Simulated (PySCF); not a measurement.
chlorine (Cl2), SMILES ClCl. The structure is a stationary point at PBE0-D3(BJ)/def2-TZVPD.

Computed equilibrium geometry at PBE0-D3(BJ)/def2-TZVPD (PySCF confirms it by a frequency run) as bond lengths and angles, and its point group:
point group D∞h.
Atoms: Cl1 Cl2. Bonds (Å): Cl1–Cl2 1.980.
Charge 0, spin multiplicity 1.
